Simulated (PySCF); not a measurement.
The vertical singlet excitations below were computed for one of the candidates. The calculation used TDDFT CAM-B3LYP/def2-SVPD, vertical, gas phase, core orbitals frozen in the response (PySCF 2.14.0, density-fitted response routines). Geometries: PBE0-D3(BJ)/def2-SVP, one conformer each.

```tsv
state	E (eV)	λ (nm)	f
S1	7.06	175.6	0.481
S2	7.06	175.6	0.049
S3	7.20	172.2	0.026
S4	7.61	162.9	0.015
S5	7.98	155.3	0.024
S6	8.15	152.2	0.0023
S7	8.57	144.7	0.0034
S8	8.66	143.1	0.0055
S9	8.66	143.1	0.023
S10	8.98	138.0	0.0016
```

Triplets computed (Tamm–Dancoff): 4.32, 6.94, 7.11, 7.46 eV.

Task: Which structure fits? All have the formula C6H12.
A. `C(=C\CC)/CC`
B. `CC1(C)CCC1`
C. `C(C=C(C)C)C`

Result: A. Its S1 lies at 7.06 eV; the nearest of the others has S1 at 6.45 eV. S1 is HOMO→LUMO (83%). Löwdin shares by element: HOMO carbon 80% or more (atoms not listed hold the other 20%); LUMO carbon 52% or more (atoms not listed hold the other 48%). At the same level the other candidates give, for their lowest levels:
- `CC1(C)CCC1`: 8.16 eV (f 0.006); 8.16 eV (f 0.094); 8.59 eV (f 0.040); 8.72 eV (f 0.003); 8.75 eV (f 0.079); T1 7.99 eV; HOMO -9.64, LUMO 1.33 eV
- `CCC=C(C)C`: 6.45 eV (f 0.016); 6.90 eV (f 0.480); 7.27 eV (f 0.020); 7.39 eV (f 0.023); 7.92 eV (f 0.043); T1 4.24 eV; HOMO -7.94, LUMO 1.31 eV

The values belong to the conformer `[CH3:1][CH2:2]/[CH:3]=[CH:4]/[CH2:5][CH3:6]`: C1–C2–C3–C4 118°, C3–C4–C5–C6 118°.
